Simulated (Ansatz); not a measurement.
The input, for Ansatz 0.2.0:

```yaml
crystal:
  periodic: [false, false, false]
  atoms:
    - {symbol: P, position_ang: [-0.067431, -0.000770, -0.051570]}
    - {symbol: H, position_ang: [3.563661, 0.038252, 0.950395]}
    - {symbol: H, position_ang: [-0.757919, 1.166060, 0.315549]}
    - {symbol: H, position_ang: [-0.733595, -1.180642, 0.318794]}
basis:
  gaussian: {orbitals: 6-31G}
total_charge: 1
magnetization: {spin_polarized: true, initial_magnetization: 1}
correlation: {method: ccsdtq, electrons: outside_noble_gas}
```

```sh
$ ansatz run in.yaml --threads 1 --pin off --events-out ev --progress --plain --max-ram 2393MiB
```

Log:

```
379 factors; integrals over basis functions are off by at most 5.4e-8 eV
mean field evaluation 1: about -9300.5905 eV, gradient 9.4e0 eV
mean field evaluation 2: about -9300.5944 eV, gradient 9.3e0 eV
mean field evaluation 4: about -9302.1421 eV, gradient 2.3e0 eV
mean field evaluation 8: about -9302.3826 eV, gradient 7.2e-1 eV
mean field evaluation 16: about -9305.4733 eV, gradient 2.6e-2 eV
mean field evaluation 32: about -9302.1401 eV, gradient 2.3e0 eV
mean field evaluation 64: about -9305.3017 eV, gradient 2.1e-2 eV
mean field evaluation 96: about -9305.3015 eV, gradient 1.8e-6 eV
mean field evaluation 128: about -9305.0039 eV, gradient 1.7e-1 eV
mean field evaluation 160: about -9305.2836 eV, gradient 4.0e-3 eV
...
mean field -9305.47335930 eV, -341.9698384779 hartree, gradient 2.2e-6 eV, S^2 1.749732; 13 other end points of the search recorded, 0 dependent functions left out
determinant -9305.47335930 eV, -341.9698384779 hartree, with singles and doubles -9306.85829512 eV, -342.0207339306 hartree
determinant -9305.30145413 eV, -341.9635210792 hartree, with singles and doubles -9306.80864687 eV, -342.0189093909 hartree
determinant -9305.28361817 eV, -341.9628656200 hartree, with singles and doubles -9306.78952555 eV, -342.0182066955 hartree
determinant -9305.00596533 eV, -341.9526620665 hartree, with singles and doubles -9306.78604795 eV, -342.0180788961 hartree
determinant -9304.53209029 eV, -341.9352474796 hartree, with singles and doubles -9306.49546927 eV, -342.0074003264 hartree
determinant -9304.52661431 eV, -341.9350462411 hartree, with singles and doubles -9306.49186297 eV, -342.0072677973 hartree
determinant -9302.40316003 eV, -341.8570107357 hartree, with singles and doubles -9305.79693274 eV, -341.9817295825 hartree
determinant -9305.47335930 eV, -341.9698384779 hartree, with singles and doubles -9306.85935740 eV, -342.0207729686 hartree
determinant -9305.30145413 eV, -341.9635210792 hartree, with singles and doubles -9306.81008226 eV, -342.0189621407 hartree
determinant -9305.28361817 eV, -341.9628656200 hartree, with singles and doubles -9306.79019183 eV, -342.0182311806 hartree
determinant -9305.00596533 eV, -341.9526620665 hartree, with singles and doubles -9306.78566232 eV, -342.0180647244 hartree
determinant -9304.53209029 eV, -341.9352474796 hartree, with singles and doubles -9306.54632265 eV, -342.0092691536 hartree
determinant -9304.52661431 eV, -341.9350462411 hartree, with singles and doubles -9306.55035567 eV, -342.0094173646 hartree
5 core orbitals not correlated: weight in the atoms' cores, before any rotation towards them, 1.000 or more for the frozen orbitals, at most 0.000 for the correlated occupied ones
reference -9305.47335930 eV, -341.9698384779 hartree; 4, 3 occupied and 10, 11 virtual orbitals, 379 factors
second order -0.97200030 eV of doubles, -0.00000000 eV of singles
...
cycle  33  -1.41754145 eV  change    5.1e-6 eV  update   1.9e-5
cycle  34  -1.41753589 eV  change    5.6e-6 eV  update   3.3e-5
cycle  35  -1.41753072 eV  change    5.2e-6 eV  update   2.1e-5
cycle  36  -1.41752971 eV  change    1.0e-6 eV  update   5.6e-6
cycle  37  -1.41752953 eV  change    1.8e-7 eV  update   1.7e-6
cycle  38  -1.41752952 eV  change    3.4e-9 eV  update   4.8e-6
cycle  39  -1.41752957 eV  change   -4.9e-8 eV  update   1.2e-6
cycle  40  -1.41752964 eV  change   -6.7e-8 eV  update   2.7e-6
cycle  41  -1.41752967 eV  change   -3.3e-8 eV  update   2.3e-6
cycle  42  -1.41752964 eV  change    3.3e-8 eV  update   7.0e-7
Total energy: -9306.89088894 eV, -342.0219317313 hartree
```

The determinant's ⟨S²⟩ is 1.75 against 0.75 for a pure state.

For the same geometry and basis full CI lies 2.0 meV higher. By full CI's occupations no single determinant describes the state well.

Ran on 1 thread of Arm Neoverse V1, shared host: 35 s wall, 0.17 GiB peak host memory.
